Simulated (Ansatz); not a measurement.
Results of PBE in Ansatz (plane waves, PAW) for rock-salt ZrC.

Run with plane-wave cutoff 520 eV, 16×16×16 k mesh, Fermi–Dirac smearing 0.1 eV, perturbation theory, force constants from a 4×4×4 q mesh, scalar-relativistic PAW data made under PBE.

Quasi-harmonic lattice constant against temperature at zero pressure (zero-point motion included); the last value is withheld.

| T (K) | lattice constant (Å) |
|---|---|
| 300 | 4.7227 |
| 400 | 4.7258 |
| 500 | 4.7293 |
| 600 | 4.7330 |
| 700 | 4.7368 |
| 800 | ? |

Q: Fit a straight line to the rows shown and predict the value at 800 K, and give the mean linear expansion coefficient over the rows shown.

A: Means: 500 K and 4.72952 Å. Σ(T − T̄)(y − ȳ) = 3.5400 and Σ(T − T̄)² = 100000, so the slope is 3.54e-05 Å/K. Divided by the mean, α = 7.5 × 10⁻⁶/K. At 800 K: 4.72952 + (3.54e-05) × 300 = 4.7401 Å. The run gives 4.7407 Å.

At 300 K the run's own coefficient is 6.3 × 10⁻⁶/K.

Anharmonicity beyond the change of volume is left out, and so is the electrons' share.

Ansatz is a quantum-chemistry and plane-wave program.
